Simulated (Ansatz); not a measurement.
Cartesian coordinates in Å:
```
O 1.103 -0.435 0.895
C -0.135 -0.081 0.422
O -0.596 0.998 1.102
F -0.985 -1.161 0.612
C -0.138 0.251 -1.059
F 0.458 -0.790 -1.737
H 1.425 -1.175 0.366
H -0.412 0.860 2.039
H -1.162 0.372 -1.415
H 0.442 1.160 -1.225
```

The species carries charge 0 and has multiplicity 1.

(1) List the PBE/def2-TZVPP orbital energies in eV (Ansatz 0.2.0). (Best estimate.)

Answers

(1) Computed: Occupied: -660.24, -659.88, -511.25, -511.17, -273.86, -271.26, -30.76, -30.27, -27.43, -26.04, -18.96, -16.09, -14.65, -14.11, -13.19, -12.34, -12.16, -10.64, -10.08, -9.49, -9.36, -8.71, -8.24, -7.88, -7.54. Lowest empty: 0.22, 0.27, 1.27, 1.77, 2.00, 3.46, 3.57, 4.60.
